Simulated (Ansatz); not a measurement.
CH$_{8}$AlN (`C[NH2+][AlH3-]`). The species carries charge 0 and has multiplicity 1.

```xyz
11

C    -0.132   -0.545    1.276
N     0.121   -0.677   -0.167
Al    0.040    1.101   -1.179
H    -0.086   -1.506    1.794
H     0.610    0.132    1.698
H    -1.116   -0.101    1.417
H    -0.555   -1.307   -0.588
H     1.034   -1.089   -0.330
H     0.359    0.580   -2.663
H    -1.475    1.518   -0.851
H     1.201    1.894   -0.406
```

Q: What are the harmonic wavenumbers in cm⁻¹ at PBE0-D4/def2-TZVP (Ansatz, finite differences of forces, unscaled)? (Estimate.)

A: The calculation gave: 104, 188, 191, 413, 415, 527, 683, 759, 765, 772, 1011, 1038, 1060, 1241, 1341, 1454, 1500, 1502, 1642, 1838, 1840, 1857, 3064, 3146, 3166, 3504, 3573.

Q: Is this a minimum?

A: Yes, all 27 modes are real.

Q: Give the ideal-gas thermochemistry at 298.15 K and 1 bar (rigid rotor, harmonic oscillator; point group Cs, symmetry number 1).

A: Zero-point energy 230.8 kJ/mol; H(298) − E = 249.2 kJ/mol; entropy 310.0 J/(mol·K), of which translation 160.1, rotation 101.1, vibration 48.8; G(298) − E = 156.8 kJ/mol.

Q: Rotational constants (cm⁻¹)?

A: 0.7248, 0.1531, 0.1405.
